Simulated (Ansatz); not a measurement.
in.yaml

```yaml
crystal:
  periodic: [false, false, false]
  atoms:
    - {symbol: Si, position_ang: [-0.005941, 0.000000, 1.692878]}
    - {symbol: Ge, position_ang: [-0.001466, 0.000000, -0.747359]}
    - {symbol: H, position_ang: [1.461722, -0.000031, 1.996378]}
    - {symbol: H, position_ang: [-0.595235, 1.204279, 2.346671]}
    - {symbol: H, position_ang: [-0.595286, -1.204254, 2.346671]}
basis:
  gaussian: {orbitals: cc-pVDZ}
magnetization: {spin_polarized: true, initial_magnetization: 3}
correlation: {method: bccd, electrons: outside_noble_gas}
accuracy: high
```

```sh
$ ansatz run in.yaml --threads 1 --pin off --events-out ev --progress --plain --max-ram 2393MiB
```

Output:

```
1298 factors; integrals over basis functions are off by at most 4.4e-9 eV
mean field evaluation 1: about -64379.4266 eV, gradient 8.1e0 eV
mean field evaluation 2: about -64379.4383 eV, gradient 8.1e0 eV
mean field evaluation 4: about -64380.5224 eV, gradient 1.0e0 eV
mean field evaluation 8: about -64380.5870 eV, gradient 1.3e-1 eV
mean field evaluation 16: about -64380.3353 eV, gradient 2.8e0 eV
mean field -64380.58778157 eV, -2365.9429622430 hartree, gradient 3.1e-8 eV, S^2 3.756644; 0 other end points of the search recorded, 0 dependent functions left out
19 core orbitals not correlated: weight in the atoms' cores, before any rotation towards them, 1.000 or more for the frozen orbitals, at most 0.000 for the correlated occupied ones
reference -64380.58778157 eV, -2365.9429622430 hartree; 7, 4 occupied and 34, 37 virtual orbitals, 1298 factors
second order -4.02458552 eV of doubles, -0.00000000 eV of singles
cycle   1  -4.78161312 eV  change   -7.6e-1 eV  update   7.0e-2
cycle   2  -5.04650286 eV  change   -2.6e-1 eV  update   2.9e-2
cycle   3  -5.06180659 eV  change   -1.5e-2 eV  update   1.3e-2
cycle   4  -5.05921983 eV  change    2.6e-3 eV  update   6.3e-3
cycle   5  -5.05777326 eV  change    1.4e-3 eV  update   2.7e-3
cycle   6  -5.05835473 eV  change   -5.8e-4 eV  update   8.6e-4
cycle   7  -5.05878381 eV  change   -4.3e-4 eV  update   2.3e-4
cycle   8  -5.05879688 eV  change   -1.3e-5 eV  update   8.5e-5
cycle   9  -5.05875519 eV  change    4.2e-5 eV  update   3.4e-5
cycle  10  -5.05877037 eV  change   -1.5e-5 eV  update   1.3e-5
cycle  11  -5.05877106 eV  change   -7.0e-7 eV  update   5.0e-6
cycle  12  -5.05877145 eV  change   -3.9e-7 eV  update   2.2e-6
cycle  13  -5.05876930 eV  change    2.2e-6 eV  update   9.4e-7
cycle  14  -5.05876929 eV  change    1.6e-8 eV  update   2.9e-7
cycle  15  -5.05876941 eV  change   -1.2e-7 eV  update   1.1e-7
cycle  16  -5.05876944 eV  change   -3.5e-8 eV  update   4.8e-8
cycle  17  -5.05876945 eV  change   -4.0e-9 eV  update   2.7e-8
cycle  18  -5.05876948 eV  change   -3.4e-8 eV  update   8.0e-8
cycle  19  -5.05876948 eV  change   -3.5e-9 eV  update   3.0e-8
cycle  20  -5.05876949 eV  change   -4.4e-9 eV  update   1.3e-8
cycle  21  -5.05876949 eV  change   -1.5e-9 eV  update   6.5e-9
cycle  22  -5.05876949 eV  change    1.2e-9 eV  update   2.4e-9
cycle  23  -5.05876949 eV  change   7.4e-10 eV  update  8.6e-10
cycle  24  -5.05876949 eV  change   2.6e-10 eV  update  2.9e-10
Total energy: -64385.64655106 eV, -2366.1288685927 hartree
```

Ran on 1 thread of Arm Neoverse V2, shared host: 4 s wall, 0.25 GiB peak host memory.
